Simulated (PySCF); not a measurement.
Compound: C₄H₄S.
Atom-mapped SMILES: `[cH:1]1[cH:2][cH:3][s:4][cH:5]1` (hydrogens: H6 on C1; H7 on C2; H8 on C3; H9 on C5)

The calculation used PBE0-D3(BJ)/def2-SVP geometry optimisation, gas phase (PySCF).

(1) List the bond lengths and angles at this level.

Results:

(1) 
```
        bond  length (pm)
       C1–C2        142.4
C3–S4, S4–C5        171.7
C1–C5, C2–C3        137.0
C1–H6, C2–H7        109.1
C3–H8, C5–H9        108.9
```

Bonds in one row agree within 1 pm and their mean is given. A selection of angles:
```
   angle  degrees
C2–C1–C5    112.5
C2–C1–H6    124.2
C5–C1–H6    123.3
C2–C3–S4    111.6
C2–C3–H8    128.2
S4–C3–H8    120.2
C3–S4–C5     92.0
```

The 3 C–C bonds span 1.370 Å (C1–C5, aromatic) to 1.424 Å (C1–C2, aromatic), a spread of 0.054 Å. S4 (thiophene-type sulfur) is bent (angle 92.0°). The 5-membered ring C1–C2–C3–S4–C5 has internal angles of 92.0° to 112.5° (sum 540°, against 540° for a flat polygon); it is planar, 0.00 Å rms from its mean plane, widest ring torsion 0°. The 5 heavy atoms lie in one plane (0.000 Å rms).

Point group: C2v (every atom within 0.08 Å of its image). Not checked by PBE0-D3(BJ)/def2-SVP frequencies.
